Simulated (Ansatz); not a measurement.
## H3Si–SiH, triplet: the ladder up to UCCSDT(Q)

Geometry: that of the H3Si–SiH, singlet, kept fixed.

```yaml
atoms:
  - { symbol: Si, position_ang: [0.0000, 0.0325, 1.1295] }
  - { symbol: Si, position_ang: [0.0000, -0.0813, -1.2584] }
  - { symbol: H, position_ang: [0.0000, 1.3666, 1.7907] }
  - { symbol: H, position_ang: [1.1977, -0.7210, 1.6091] }
  - { symbol: H, position_ang: [-1.1977, -0.7210, 1.6091] }
  - { symbol: H, position_ang: [0.0000, 1.4351, -1.4171] }
```

Basis cc-pVDZ; Ansatz 0.2.0. Correlated methods freeze the noble-gas cores, which leaves 12 electrons in 46 orbitals. R marks a restricted (for open shells ROHF) determinant, U an unrestricted one. Active spaces: frontier = (10e, 10o) about the gap.

Full CI isn't at hand for all of this; UCCSDT(Q) serves as the reference, and is uncertain by about the last step of the cluster series. The frozen core follows each run's orbitals, which can shift R against U totals by a few meV.

For open shells CISD is restricted-active-space CI with the open shells as a complete middle space.

The UHF ⟨S²⟩ is 2.011 and the T1 diagnostic (RCCSD) is 0.0242. The largest doubles amplitude (RCCSD) is 0.032 and the T1 diagnostic (UCCSD) is 0.0184.

| level | E − E(UCCSDT(Q)) (mEh) | share of correlation (%) | wall time |
| --- | --- | --- | --- |
| RHF | 225.96 | 0.00 | – |
| UHF | 223.33 | 1.16 | – |
| RMP2 | 51.59 | 77.17 | – |
| UMP2 | 51.41 | 77.25 | – |
| CISD | 25.93 | 88.53 | 5 s |
| RCCSD | 7.33 | 96.76 | – |
| UCCSD | 7.26 | 96.79 | – |
| RCCSD(T) | 1.59 | 99.30 | 4.9 s |
| UCCSD(T) | 1.57 | 99.30 | 5.5 s |
| BCCD(T) | 1.56 | 99.31 | 1.8 s |
| RCCSDT | 0.26 | 99.88 | – |
| UCCSDT | 0.25 | 99.89 | – |
| RCCSDT(Q) | 0.02 | 99.99 | 44 s |
| CASSCF (frontier space) | 167.76 | 25.76 | – |
| NEVPT2 (frontier space) | 49.59 | 78.06 | 16 s |

The correlation energy at UCCSDT(Q), counted from RHF, is -6.149 eV. That run took 39 s on 1 thread of Arm Neoverse V2, shared host.

Times hold each run's SCF and search for its determinant on a shared host, so for small cases they say little of a method's own cost; they ran on 1 thread of Arm Neoverse V2.
